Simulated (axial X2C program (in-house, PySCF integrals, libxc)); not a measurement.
# SLi⁺: bond curves with and without spin–orbit coupling

What are the state, bond length, wavenumber and bond energy of SLi⁺, and what does spin–orbit coupling change?

The runs use an in-house X2C program for linear molecules on PySCF integrals; all-electron X2C, S dyall-av3z, Li dyall-cv3z.

All values are calculated.

### Step 1. Set-up

The input, task.json:

```json
{
 "zs": [
  16,
  3
 ],
 "q": 1,
 "bas": [
  "dyall-av3z",
  "dyall-cv3z"
 ],
 "levels": [
  "PBE0",
  "HF",
  "PBEsol"
 ],
 "cc": true,
 "r0": 2.18,
 "thr": -2.0,
 "nmax": 90,
 "npts": 10,
 "nst": 2,
 "ntry": 6
}
```

Keys: zs atomic numbers; q charge; bas basis sets; levels methods (HF also brings MP2); cc coupled cluster on or off; r0 starting distance in Å; thr threshold in hartree for freezing inner shells (an s shell follows its p shell); nmax most natural virtual spinors; npts points asked for on the curve; nst determinants followed; ntry starts of the search.

Launch:

```console
> python so2c.py task.json out
```

Spin-free means the one-electron spin-free X2C Hamiltonian; two-component (2c) means X2C with spin–orbit coupling and atomic mean-field two-electron Coulomb and Gaunt terms. Basis: S dyall-av3z contracted to [9s8p3d2f], Li dyall-cv3z contracted to [7s8p2d]; Gaussian nuclei, density fitting. Masses: S 31.972 u, Li 7.016 u.

Notation: σ, π±, δ± give the projection m of an orbital's angular momentum (0, ±1, ±2), α and β its spin, Λ and M_S the sums; ω is the projection of a spinor's total angular momentum and Ω the sum. Logs are in hartree.

The results follow Hamiltonian by Hamiltonian and level by level.

### Step 2. Search for the lowest determinant

PBE0 moves the distance from 2.180 Å to 2.462 Å and compares determinants there.

Spin-free determinants:

```
ΔE (eV)           state                              open shells
   0.00  M_S = 1, Λ = 0           beyond closed shells: π+α, π-α
   0.82  M_S = 1, Λ = 1  beyond closed shells: σα, π+α, π+β, π-α
   1.19  M_S = 0, Λ = 1  beyond closed shells: σβ, π+α, π+β, π-α
   1.28  M_S = 0, Λ = 0           beyond closed shells: π+β, π-α
   1.28  M_S = 0, Λ = 2           beyond closed shells: π+α, π+β
   6.89  M_S = 2, Λ = 0   beyond closed shells: 2 × σα, π+α, π-α
```

Two-component determinants:

| ΔE (eV) | state | open shells |
| --- | --- | --- |
| 0.00 | Ω = 1 | excess of +ω over −ω: ω = -1/2, ω = 3/2 |
| 0.80 | Ω = 2 | excess of +ω over −ω: ω = 1/2, ω = 3/2 |
| 1.22 | Ω = 1 | excess of +ω over −ω: 2 × ω = 1/2 |
| 1.23 | Ω = 0 | closed shell |
| 1.31 | Ω = 0 | closed shell |

### Step 3. PBE0, spin-free

State followed: M_S = 1, Λ = 0 (beyond closed shells: π+α, π-α). The scan is laid around 2.462 Å, a first estimate of the minimum, and this SCF restarts from the orbitals of the search.

The SCF at the reference distance of 2.462 Å:

```text
spin-free X2C-1e  PBE0
basis functions 103  fitting functions 503  grid points 4362
iter        total energy     max residual
   1       -406.372800272     7.93e-06
   2       -406.372800273     4.09e-06
converged
one-electron -577.17677567  Coulomb 187.77395270  exact exchange -6.69265824  xc functional -20.59434022  nuclear repulsion 10.31702117
```

Along the bond, energies from the lowest point:

```csv
R (Å),E (eV),μ (D),HOMO (eV),LUMO (eV),iterations
2.142,0.1972,6.34,-14.33,-10.52,9
2.240,0.0808,6.68,-14.16,-10.36,8
2.314,0.0316,6.95,-14.03,-10.24,8
2.388,0.0067,7.22,-13.89,-10.12,8
2.462,0.0000,7.50,-13.76,-10.00,2
2.548,0.0094,7.84,-13.59,-9.87,8
2.634,0.0318,8.19,-13.43,-9.74,8
2.745,0.0732,8.65,-13.23,-9.58,8
2.881,0.1348,9.23,-12.98,-9.39,8
3.078,0.2313,10.10,-12.64,-9.13,8
```

Dipoles are positive if Li is the positive end and refer to the centre of mass.

Outer orbitals at the reference distance:

```json
{"symmetry": "σα", "occupied": "yes", "ε (eV)": "-26.43", "atomic character": "88% S s, 6% Li p, 4% Li d"}
{"symmetry": "σβ", "occupied": "yes", "ε (eV)": "-23.49", "atomic character": "87% S s, 6% Li p, 4% Li d"}
{"symmetry": "π-α", "occupied": "yes", "ε (eV)": "-15.30", "atomic character": "96% S p, 2% Li d"}
{"symmetry": "π+α", "occupied": "yes", "ε (eV)": "-15.30", "atomic character": "96% S p, 2% Li d"}
{"symmetry": "σα", "occupied": "yes", "ε (eV)": "-14.49", "atomic character": "89% S p, 6% Li p, 3% Li s"}
{"symmetry": "σβ", "occupied": "yes", "ε (eV)": "-13.76", "atomic character": "88% S p, 6% Li p, 4% Li s"}
{"symmetry": "π-β", "occupied": "no", "ε (eV)": "-10.00", "atomic character": "93% S p, 4% Li p, 3% Li d"}
{"symmetry": "π+β", "occupied": "no", "ε (eV)": "-10.00", "atomic character": "93% S p, 4% Li p, 3% Li d"}
{"symmetry": "σα", "occupied": "no", "ε (eV)": "-5.74", "atomic character": "71% Li s, 10% S s, 8% S p"}
{"symmetry": "σβ", "occupied": "no", "ε (eV)": "-5.63", "atomic character": "69% Li s, 11% Li p, 8% S p"}
```

PBE0 fields in the half plane through the axis: z from -2.4 to 4.8 Å across, distance from the axis 0.15 to 2.25 Å upwards; S lies at z = 0 and Li at z = 2.462 Å; the ELF is damped to zero where the density is low.

log10 density (e/bohr³). Ten even steps from '0' (-7.77 ) to '9' (1.22 ):
```
3334444444444443332211000
3344455555555444433221100
3444555566555554443321110
4445566666666555443322111
4455666777666655554332111
4556677777776666665432111
4556677787777667776543111
4556777898777667987543211
```

ELF. Ten even steps from ' ' (0.00 ) to '@' (1.00 ):
```
                                                  
          ................                        
      ..::--======----------::                    
    ..--++**####********++++--                    
    --++##%%%%%%%%##%%######::                    
  ::++##%%@@@@%%##%%%%%%%%##      ::..            
  --**%%@@@@%%......%%@@@@**  --@@@@@@++          
  ==##%%@@@@++++##++++@@@@++  @@@@@@@@%%          
```

Re = 2.457 Å, ωe = 347 cm⁻¹, ωexe = 5.06 cm⁻¹, Be = 0.4853 cm⁻¹, De = 0.856 eV, μ = 7.49 D.

### Step 4. HF, spin-free

Output at 2.462 Å:

```text
spin-free X2C-1e  HF
basis functions 103  fitting functions 503  grid points 4362
iter        total energy     max residual
   1       -405.856434785     8.00e-02
   2       -405.863462970     3.85e-03
   3       -405.863681862     1.11e-03
   4       -405.863707284     3.06e-04
   5       -405.863710062     5.40e-05
   6       -405.863710157     2.42e-05
   7       -405.863710179     8.91e-06
   8       -405.863710182     2.00e-06
   9       -405.863710182     6.35e-07
converged
one-electron -577.07909533  Coulomb 187.70406247  exact exchange -26.80569849  xc functional 0.00000000  nuclear repulsion 10.31702117
```

Re = 2.485 Å, ωe = 340 cm⁻¹, ωexe = 5.14 cm⁻¹, Be = 0.4746 cm⁻¹, De = 0.792 eV, μ = 7.76 D.

### Step 5. PBEsol, spin-free

The SCF at the reference distance of 2.462 Å:

```text
spin-free X2C-1e  PBEsol
basis functions 103  fitting functions 503  grid points 4362
iter        total energy     max residual
   1       -405.628483774     3.38e-02
   2       -405.630371118     5.16e-03
   3       -405.630410238     2.45e-03
   4       -405.630434892     2.45e-04
   5       -405.630436782     3.81e-05
   6       -405.630436823     1.09e-05
   7       -405.630436826     2.06e-06
   8       -405.630436826     2.74e-07
converged
one-electron -577.02373912  Coulomb 187.57965898  exact exchange 0.00000000  xc functional -26.50337786  nuclear repulsion 10.31702117
```

Re = 2.467 Å, ωe = 339 cm⁻¹, ωexe = 4.92 cm⁻¹, Be = 0.4813 cm⁻¹, De = 0.866 eV, μ = 7.44 D.

### Step 6. MP2 and beyond, spin-free

Correlated methods: 6 electrons correlated (frozen shells, counted by type: S 2 s, 1 p; Li 1 s), 172 virtual spinors in MP2, 66 natural virtuals in coupled cluster.

Output of the correlated part at 2.462 Å:

```text
correlated 6  virtual 172  natural virtual 66  E(MP2) -0.118959851  MP2 remainder -0.000908021
iter   CCSD correlation   residual
   1     -0.135362630   8.34e-02
   2     -0.140630103   2.70e-02
   3     -0.140997488   6.13e-03
   4     -0.141008615   1.16e-03
   5     -0.141002710   3.87e-04
   6     -0.141004437   1.51e-04
   7     -0.141004495   4.49e-05
   8     -0.141004232   1.15e-05
   9     -0.141004254   3.22e-06
  10     -0.141004255   9.42e-07
(T) -0.004838400  T1 0.0145  D1 0.0322  max T2 0.073
```

T1 in the output is the amplitude norm over the root of the electron number; divide by √2 for the Lee–Taylor value.

MP2: Re = 2.500 Å, ωe = 328 cm⁻¹, Be = 0.4688 cm⁻¹, De = 0.757 eV.

CCSD: Re = 2.498 Å, ωe = 329 cm⁻¹, ωexe = 4.89 cm⁻¹, Be = 0.4696 cm⁻¹, De = 0.766 eV. T1 at Re = 0.010 (Lee–Taylor, the printed value over √2).

CCSD(T): Re = 2.501 Å, ωe = 328 cm⁻¹, ωexe = 4.84 cm⁻¹, Be = 0.4684 cm⁻¹, De = 0.765 eV. T1 at Re = 0.010 (Lee–Taylor, the printed value over √2).

### Step 7. A higher determinant, spin-free

State: M_S = 1, Λ = 1 (beyond closed shells: σα, π+α, π+β, π-α).

Output at the reference distance:

```text
spin-free X2C-1e  PBE0
basis functions 103  fitting functions 503  grid points 4362
iter        total energy     max residual
   1       -406.342627255     3.73e-05
   2       -406.342627282     2.57e-05
   3       -406.342627292     6.07e-06
   4       -406.342627294     1.57e-06
   5       -406.342627294     9.02e-08
converged
one-electron -577.14472817  Coulomb 187.75140132  exact exchange -6.68734515  xc functional -20.57897647  nuclear repulsion 10.31702117
```

```csv
R (Å),E above the lowest PBE0 point (eV)
2.142,1.038
2.240,0.931
2.314,0.879
2.388,0.843
2.462,0.821
2.548,0.807
2.634,0.803
2.745,0.806
2.881,0.818
```

Re = 2.647 Å, ωe = 193.9 cm⁻¹, ωexe = 6.83 cm⁻¹, Be = 0.4182 cm⁻¹, μ = 8.58 D. Te = 0.80 eV.

### Step 8. The spin-free curves together

Energy (eV) of the followed determinant, spin-free, from each level's lowest point:

```csv
R (Å),PBE0,HF,MP2,CCSD,CCSD(T),PBEsol
2.142,0.197,0.234,0.241,n/a,n/a,0.203
2.240,0.081,0.102,0.109,0.107,0.109,0.085
2.314,0.032,0.044,0.049,0.048,0.049,0.035
2.388,0.007,0.012,0.015,0.015,0.015,0.009
2.462,0.000,0.000,0.000,0.000,0.000,0.000
2.548,0.009,0.004,0.001,0.001,0.001,0.007
2.634,0.032,0.022,0.015,0.016,0.015,0.027
2.745,0.073,0.059,0.048,0.050,0.048,0.066
2.881,0.135,0.115,0.100,n/a,n/a,0.125
3.078,0.231,0.205,0.186,n/a,n/a,0.219
```

### Step 9. PBE0, 2c

State followed: Ω = 1 (excess of +ω over −ω: ω = -1/2, ω = 3/2). The scan is laid around 2.462 Å, a first estimate of the minimum, and this SCF restarts from the orbitals of the search.

The SCF at the reference distance of 2.462 Å:

```text
two-component X2C + atomic mean field  PBE0
basis functions 103  fitting functions 503  grid points 4362
iter        total energy     max residual
   1       -406.312553898     1.77e-06
   2       -406.312553898     9.47e-07
converged
one-electron -577.01776446  Coulomb 187.72985192  exact exchange -6.69121687  xc functional -20.58985804  nuclear repulsion 10.31702117  atomic mean-field constant -0.06058762
```

Along the bond, energies from the lowest point:

```csv
R (Å),E (eV),μ (D),HOMO (eV),LUMO (eV),iterations
2.142,0.1975,6.34,-14.33,-10.54,9
2.240,0.0810,6.68,-14.16,-10.38,8
2.314,0.0317,6.95,-14.03,-10.26,8
2.388,0.0068,7.22,-13.89,-10.14,8
2.462,0.0000,7.50,-13.75,-10.02,2
2.548,0.0093,7.84,-13.59,-9.89,8
2.634,0.0317,8.19,-13.43,-9.77,8
2.745,0.0731,8.65,-13.23,-9.60,8
2.881,0.1346,9.23,-12.98,-9.41,8
3.078,0.2311,10.10,-12.64,-9.15,8
```

Dipoles are positive if Li is the positive end and refer to the centre of mass.

Outer spinors at the reference distance:

```json
{"ω": "1/2", "occupied": "yes", "ε (eV)": "-26.43", "atomic character": "88% S s, 6% Li p, 4% Li d", "λ mixture": "100% σ"}
{"ω": "-1/2", "occupied": "yes", "ε (eV)": "-23.49", "atomic character": "87% S s, 6% Li p, 4% Li d", "λ mixture": "100% σ"}
{"ω": "-1/2", "occupied": "yes", "ε (eV)": "-15.32", "atomic character": "96% S p, 2% Li d", "λ mixture": "100% π"}
{"ω": "3/2", "occupied": "yes", "ε (eV)": "-15.27", "atomic character": "96% S p, 2% Li d", "λ mixture": "100% π"}
{"ω": "1/2", "occupied": "yes", "ε (eV)": "-14.49", "atomic character": "89% S p, 6% Li p, 3% Li s", "λ mixture": "100% σ"}
{"ω": "-1/2", "occupied": "yes", "ε (eV)": "-13.75", "atomic character": "88% S p, 6% Li p, 4% Li s", "λ mixture": "100% σ"}
{"ω": "1/2", "occupied": "no", "ε (eV)": "-10.02", "atomic character": "93% S p, 4% Li p, 3% Li d", "λ mixture": "100% π"}
{"ω": "-3/2", "occupied": "no", "ε (eV)": "-9.98", "atomic character": "93% S p, 4% Li p, 3% Li d", "λ mixture": "100% π"}
{"ω": "1/2", "occupied": "no", "ε (eV)": "-5.74", "atomic character": "70% Li s, 10% S s, 8% S p", "λ mixture": "100% σ"}
{"ω": "-1/2", "occupied": "no", "ε (eV)": "-5.63", "atomic character": "69% Li s, 11% Li p, 8% S p", "λ mixture": "100% σ"}
```

PBE0 fields in the half plane through the axis: z from -2.4 to 4.8 Å across, distance from the axis 0.15 to 2.25 Å upwards; S lies at z = 0 and Li at z = 2.462 Å; the ELF is damped to zero where the density is low.

log10 density (e/bohr³). Ten even steps from '0' (-7.78 ) to '9' (1.22 ):
```
3334444444444444332211000
3344455555555444433221100
3444555566555554443321110
4445566666666555443322111
4455666777666655554332111
4556677777776666665432111
4556677787777667776543111
4556777898777667987543211
```

ELF. Ten even steps from '0' (0.00 ) to '9' (1.00 ):
```
0000000000000000000000000
0000011111111000000000000
0001234443333320000000000
0013567766665530000000000
0035788887877720000000000
0257899878888700021000000
0368998111899603999500000
0478995575599509999800000
```

Re = 2.457 Å, ωe = 347 cm⁻¹, ωexe = 5.06 cm⁻¹, Be = 0.4852 cm⁻¹, De = 0.856 eV, μ = 7.49 D.

### Step 10. HF, 2c

Output at 2.462 Å:

```text
two-component X2C + atomic mean field  HF
basis functions 103  fitting functions 503  grid points 4362
iter        total energy     max residual
   1       -405.796346455     8.00e-02
   2       -405.803375949     3.85e-03
   3       -405.803596120     1.11e-03
   4       -405.803622434     3.05e-04
   5       -405.803626051     9.04e-05
   6       -405.803626658     8.40e-05
   7       -405.803627405     7.32e-05
   8       -405.803628781     4.55e-05
   9       -405.803629583     1.31e-05
  10       -405.803629661     3.51e-06
  11       -405.803629662     1.30e-06
converged
one-electron -576.92018815  Coulomb 187.66004007  exact exchange -26.79991514  xc functional 0.00000000  nuclear repulsion 10.31702117  atomic mean-field constant -0.06058762
```

Re = 2.485 Å, ωe = 340 cm⁻¹, ωexe = 5.15 cm⁻¹, Be = 0.4745 cm⁻¹, De = 0.789 eV, μ = 7.76 D.

### Step 11. PBEsol, 2c

Output at 2.462 Å:

```text
two-component X2C + atomic mean field  PBEsol
basis functions 103  fitting functions 503  grid points 4362
iter        total energy     max residual
   1       -405.568311325     3.38e-02
   2       -405.570199094     5.17e-03
   3       -405.570238227     2.46e-03
   4       -405.570262994     2.45e-04
   5       -405.570264893     3.82e-05
   6       -405.570264934     1.09e-05
   7       -405.570264937     2.06e-06
   8       -405.570264937     2.74e-07
converged
one-electron -576.86462773  Coulomb 187.53545686  exact exchange 0.00000000  xc functional -26.49752763  nuclear repulsion 10.31702117  atomic mean-field constant -0.06058762
```

Re = 2.468 Å, ωe = 339 cm⁻¹, ωexe = 4.92 cm⁻¹, Be = 0.4812 cm⁻¹, De = 0.866 eV, μ = 7.44 D.

### Step 12. Correlated methods, 2c

Correlated methods: 6 electrons correlated (frozen shells, counted by type: S 2 s, 1 p; Li 1 s), 172 virtual spinors in MP2, 66 natural virtuals in coupled cluster.

Output of the correlated part at 2.462 Å:

```text
correlated 6  virtual 172  natural virtual 66  E(MP2) -0.118950269  MP2 remainder -0.000908458
iter   CCSD correlation   residual
   1     -0.135357108   8.34e-02
   2     -0.140629812   2.70e-02
   3     -0.140998492   6.17e-03
   4     -0.141009898   1.24e-03
   5     -0.141003746   5.07e-04
   6     -0.141006099   2.72e-04
   7     -0.141006216   1.49e-04
   8     -0.141005701   8.23e-05
   9     -0.141006113   4.47e-05
  10     -0.141006247   2.70e-05
  11     -0.141006114   2.03e-05
  12     -0.141005981   1.02e-05
  13     -0.141006009   3.23e-06
  14     -0.141006018   9.56e-07
(T) -0.004839552  T1 0.0146  D1 0.0322  max T2 0.073
```

MP2: Re = 2.500 Å, ωe = 328 cm⁻¹, Be = 0.4687 cm⁻¹, De = 0.734 eV.

CCSD: Re = 2.498 Å, ωe = 329 cm⁻¹, ωexe = 4.89 cm⁻¹, Be = 0.4695 cm⁻¹, De = 0.753 eV. T1 at Re = 0.010 (Lee–Taylor, the printed value over √2).

CCSD(T): Re = 2.502 Å, ωe = 328 cm⁻¹, ωexe = 4.85 cm⁻¹, Be = 0.4682 cm⁻¹, De = 0.743 eV. T1 at Re = 0.010 (Lee–Taylor, the printed value over √2).

### Step 13. A higher determinant, 2c

State: Ω = 2 (excess of +ω over −ω: ω = 1/2, ω = 3/2).

Output at the reference distance:

```text
two-component X2C + atomic mean field  PBE0
basis functions 103  fitting functions 503  grid points 4362
iter        total energy     max residual
   1       -406.283317443     1.29e-06
   2       -406.283317443     5.55e-07
converged
one-electron -576.99169200  Coulomb 187.71250501  exact exchange -6.68593809  xc functional -20.57462592  nuclear repulsion 10.31702117  atomic mean-field constant -0.06058762
```

```csv
R (Å),E above the lowest PBE0 point (eV)
2.142,1.013
2.240,0.906
2.314,0.853
2.388,0.818
2.462,0.796
2.548,0.782
2.634,0.777
2.745,0.781
2.881,0.793
```

Re = 2.646 Å, ωe = 194.3 cm⁻¹, ωexe = 6.85 cm⁻¹, Be = 0.4184 cm⁻¹, μ = 8.58 D. Te = 0.78 eV.

### Step 14. The 2c curves together

Energy (eV) of the followed determinant, 2c, from each level's lowest point:

```csv
R (Å),PBE0,HF,MP2,CCSD,CCSD(T),PBEsol
2.142,0.198,0.234,0.242,n/a,n/a,0.203
2.240,0.081,0.102,0.109,0.108,0.109,0.086
2.314,0.032,0.044,0.049,0.048,0.050,0.035
2.388,0.007,0.012,0.015,0.015,0.015,0.009
2.462,0.000,0.000,0.000,0.000,0.000,0.000
2.548,0.009,0.004,0.001,0.001,0.000,0.007
2.634,0.032,0.022,0.015,0.016,0.015,0.027
2.745,0.073,0.058,0.048,0.049,0.047,0.066
2.881,0.135,0.115,0.100,n/a,n/a,0.125
3.078,0.231,0.205,0.186,n/a,n/a,0.219
```

The whole job took 25 s on 1 thread of Intel Xeon 6975P-C (Granite Rapids), shared host.

### Step 15. Constants

Lowest determinant that the search found at its distance, spin-free: M_S = 1, Λ = 0 (beyond closed shells: π+α, π-α).

Lowest determinant that the search found at its distance, 2c: Ω = 1 (excess of +ω over −ω: ω = -1/2, ω = 3/2).

```tsv
Hamiltonian	level	Re (Å)	ωe (cm⁻¹)	De (eV)	μ (D)
spin-free	PBE0	2.457	347	0.856	7.49
spin-free	HF	2.485	340	0.792	7.76
spin-free	MP2	2.500	328	0.757	n/a
spin-free	CCSD	2.498	329	0.766	n/a
spin-free	CCSD(T)	2.501	328	0.765	n/a
spin-free	PBEsol	2.467	339	0.866	7.44
2c	PBE0	2.457	347	0.856	7.49
2c	HF	2.485	340	0.789	7.76
2c	MP2	2.500	328	0.734	n/a
2c	CCSD	2.498	329	0.753	n/a
2c	CCSD(T)	2.502	328	0.743	n/a
2c	PBEsol	2.468	339	0.866	7.44
```

Dipoles are positive if Li is the positive end and refer to the centre of mass.

Time per point (s) on 1 thread of Intel Xeon 6975P-C (Granite Rapids), shared host (2c runs; CCSD comes with the CCSD(T) run); the times are rough: PBE0 0.12, HF 0.058, MP2 0.077, CCSD(T) 0.62, PBEsol 0.1.

**Reading.** At CCSD(T), going from spin-free to two-component changes Re by 0 mÅ, ωe by 0.0 %; the spin-free picture holds up (part of it comes from the scalar share of the two-electron terms). De moves by -0.02 eV; both De rest on single-determinant atoms, which can miss part of an open shell's spin–orbit lowering.

De refers to S + Li+, each in the lowest determinant found, which need not be this curve's own limit. The state is a single determinant with fixed occupations, the lowest that a limited PBE0 search found. De is counted from the lowest determinant-based energies of the atoms at the same level, without counterpoise correction. Density functionals use the spin component along the axis (collinear). Coupled cluster ran in a truncated set of natural virtual spinors; the MP2 energy of the rest was added. With several unpaired electrons one determinant need not be a pure state.
